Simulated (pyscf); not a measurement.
**Four-centre exchange: `[Cl][Zr]([Cl])([Cl])[Cl]` + `[OH][SiH3]` -> `[ClH]` + `[SiH3][O][Zr]([Cl])([Cl])[Cl]`**

Gas phase, singlet surface, charge 0. Bonds broken: Cl1–Zr2, O6–H8. Bonds formed: Cl1–H8, Zr2–O6. PySCF, gas phase, ωB97X-D3(BJ)/def2-SVP geometries.

Transition state (Å):

```xyz
11

Cl     0.0994    -2.3849     0.3797
Zr    -2.3087    -1.2466    -0.1694
Cl    -2.5218    -2.5948    -2.0546
Cl    -3.8234     0.4722    -0.6347
Cl    -3.1990    -2.1504     1.7811
O     -0.7919     0.0928    -0.0417
Si    -0.6018     1.7789    -0.1333
H      0.0492    -0.9629     0.2218
H     -1.0127     2.2335    -1.4849
H      0.8401     2.0576     0.0986
H     -1.4327     2.4101     0.9224
```

One imaginary mode, 553i cm⁻¹; descent along it reached the two sides named, in the forms told below.

```
bond     change  reactant side (Å)  saddle  product side
-------  ------  -----------------  ------  ------------
Cl1–Zr2  breaks              2.404     2.7           2.9
O6–H8    breaks              0.973   1.375         2.297
Cl1–H8    forms              2.386   1.432         1.290
Zr2–O6    forms              2.233   2.028         1.927
```

Electronic energies relative to the separated reactants (kJ/mol):

```json
[
 {"level": "ωB97X-D3(BJ)/def2-TZVP", "barrier": "-4.0", "reaction energy": "-0.6", "reverse barrier": "-3.4"},
 {"level": "PBE/def2-TZVP", "barrier": "12.8", "reaction energy": "-0.4", "reverse barrier": "13.2"},
 {"level": "r²SCAN/def2-TZVP", "barrier": "3.8", "reaction energy": "-2.0", "reverse barrier": "5.8"},
 {"level": "B3LYP-D3(BJ)/def2-TZVP", "barrier": "3.1", "reaction energy": "-8.1", "reverse barrier": "11.2"},
 {"level": "PBE0-D3(BJ)/def2-TZVP", "barrier": "2.9", "reaction energy": "-2.3", "reverse barrier": "5.2"},
 {"level": "M06-2X/def2-TZVP", "barrier": "3.4", "reaction energy": "-3.5", "reverse barrier": "6.9"},
 {"level": "ωB97M-D3(BJ)/def2-TZVP", "barrier": "10.0", "reaction energy": "-9.1", "reverse barrier": "19.1"},
 {"level": "HF/def2-TZVP", "barrier": "69.4", "reaction energy": "-12.5", "reverse barrier": "81.9"}
]
```

With ωB97M-D3(BJ)/def2-TZVP energies and thermal terms (ideal gas, 1 atm, RRHO with modes under 100 cm⁻¹ raised to 100, one conformer, R ln 2 for chiral ones without a mode under 150 cm⁻¹), in kJ/mol:

```csv
T (K),ΔH‡,ΔG‡,ΔH,ΔG
298,0.6,49.3,-14.7,-10.2
600,2.8,97.9,-12.5,-6.5
900,6.0,144.8,-10.8,-3.9
1200,9.7,190.5,-9.1,-1.8
```

On the reactant side the descent ends in an adduct with a O–Zr contact, 73.5 kJ/mol under the separated species and 69.5 kJ/mol under the saddle at ωB97X-D3(BJ)/def2-TZVP. On the product side the descent ends in an adduct with a Cl–Zr contact, 24.0 kJ/mol under the separated species and 20.6 kJ/mol under the saddle at ωB97X-D3(BJ)/def2-TZVP. At ωB97X-D3(BJ) the saddle lies under the separated reactants, which points to a path from their complex (located at ωB97X-D3(BJ) alone). At ωB97X-D3(BJ) the saddle lies under the separated products, which points to a path from their complex (located at ωB97X-D3(BJ) alone). What is counted as formed (O–Zr) is already present as a longer contact in the reactant adduct; forming that adduct is a step of its own. What is counted as broken (Cl–Zr) persists as a longer contact in the product adduct; parting that adduct is a step of its own. One saddle was located; it need not be the lowest between these sides. Elements past Kr carry the def2 core potentials, without spin-orbit coupling.
